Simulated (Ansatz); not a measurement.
# C2H4O2: the cost of one run

Program: Ansatz 0.2.0, driven from Python. Level of theory: PBE+D3(BJ)/def2-TZVP. These are calculated values, not measurements.

## (1) The system

Bond lengths: C1–O2 1.433 Å, O2–C3 1.405 Å, C1–O4 1.405 Å, C3–O4 1.500 Å, C1–H5 1.142 Å, C1–H6 1.123 Å, C3–H7 1.067 Å, C3–H8 1.118 Å. Angles: C1–O2–C3 88.2°, O2–C1–O4 94.6°, O2–C1–H5 110.7°, O2–C1–H6 112.3°, O4–C1–H5 115.0°, O4–C1–H6 115.4°, H5–C1–H6 108.4°, O2–C3–O4 91.7°, O2–C3–H7 117.1°, O2–C3–H8 114.1°, O4–C3–H7 112.4°, O4–C3–H8 107.0°, H7–C3–H8 112.3°, C1–O4–C3 85.6°.

The script holds or builds the structure itself.

## (2) The code

Input file c2h4o2_tae.py:

```python
from collections import Counter

import ansatz as az
from ase import Atoms


def energy_of(molecule, charge=0, unpaired=0):
    calc = (
        molecule.calculation()
        .basis(gaussian="def2-TZVP")
        .functional("pbe", dispersion="d3bj")
    )
    if charge:
        calc = calc.charge(charge)
    if unpaired:
        calc = calc.spin("collinear", total=unpaired)
    report = calc.run().report
    if report["published_state_doubts"]:
        print("  doubts:", report["published_state_doubts"])
    return report["free_energy_ev"]


def main() -> None:
    atoms = Atoms(["C", "O", "C", "O", "H", "H", "H", "H"], positions=[
        (0.0191, 0.891, -0.3646),
        (-0.9563, 0.0991, 0.324),
        (-0.0187, -0.9468, 0.3557),
        (1.0114, -0.1037, -0.3354),
        (-0.3517, 1.1725, -1.4077),
        (0.2687, 1.8357, 0.1893),
        (-0.2574, -1.8301, -0.1936),
        (0.377, -1.175, 1.3765),
    ])
    mol = az.Crystal.molecule_from_ase(atoms)

    unpaired = {"C": 2, "O": 2, "H": 1}
    counts = Counter(site.symbol for site in mol.cartesian_sites)
    atom_energy = {s: energy_of(az.Crystal.molecule().atom(s, (0, 0, 0)), 0, unpaired[s]) for s in counts}
    whole = energy_of(mol, 0, 0)
    for s, e in atom_energy.items():
        print(f"{s:2s} x{counts[s]}  {e:14.5f} eV")
    print(f"C2H4O2: {whole:.5f} eV")
    split = sum(counts[s] * e for s, e in atom_energy.items()) - whole
    print(f"atomisation energy (no zero-point term): {23.060548 * split:.1f} kcal/mol, {split / sum(counts.values()):.3f} eV an atom")


if __name__ == "__main__":
    main()
```

## (3) What the engine is handed

The package turns the script's settings into the engine's input (first run):

```yaml
crystal:
  periodic: [false, false, false]
  atoms:
    - { symbol: C, position_ang: [0.0, 0.0, 0.0] }
basis:
  gaussian:
    orbitals: def2-TZVP
hamiltonian:
  xc: pbe
  dispersion: d3bj
magnetization:
  spin_polarized: true
  initial_magnetization: 2.0
```

## (4) Running it

Launch:

```bash
> python c2h4o2_tae.py
```

What time and memory should one allow on 1 thread of Arm Neoverse V1, shared host?

About 3.7 s, with a peak of 0.22 GiB.
